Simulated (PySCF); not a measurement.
Molecule: `InChI=1S/H7PSi2/c1-3-2/h1,3H2,2H3`.

Cartesian coordinates in Å; atom numbers follow the order of the lines, from 1:
```xyz
10

Si   -1.6968   -0.3274    0.1309
Si    0.3270    0.7580   -0.1981
P     1.9899   -0.4199    0.7432
H    -2.7956    0.4876   -0.3884
H    -1.9801   -0.5912    1.5428
H    -1.7612   -1.6185   -0.5610
H     0.4226    2.0730    0.4502
H     0.6336    1.0077   -1.6167
H     1.8712   -1.5013   -0.1082
H     2.9982    0.1367   -0.0174
```

Frames of a GFN2-xTB Langevin trajectory at 400 K; GIAO PBE0/pcSseg-1 shieldings in PySCF 2.14.0 with density-fitted response routines, gas phase, non-relativistic; equivalent atoms averaged within each frame.

δ = σ(ref) − σ, references computed at the same level: TMS for 29Si (349.16 ppm), 1H (31.72 ppm); 31P (318.38 ppm) vs H3PO4. The references are static minima.

Task: How do the shifts (ppm) fluctuate along the trajectory?

Result: 
```csv
time (fs),Si1,Si2,P3,H7/H8,H4/H5/H6,H9/H10
optimised geometry,-114.8,-93.6,-307.2,4.14,3.50,1.12
250,-100.6,-108.0,-302.2,4.51,3.63,1.96
425,-113.3,-91.0,-315.7,4.06,3.61,0.42
625,-113.6,-91.5,-276.5,3.85,4.54,2.27
800,-121.0,-110.7,-288.2,3.95,3.47,1.17
1000,-105.7,-93.5,-286.4,4.37,4.57,0.84
mean of frames,-110.8,-98.9,-293.8,4.15,3.96,1.33
standard deviation,7.9,9.6,15.3,0.28,0.55,0.77
```

5 frames give an uncertainty of the mean of about the standard deviation over 2.2 at best, since frames this close in time may not be independent; classical motion lacks zero-point vibration, and the reference would need the same averaging.
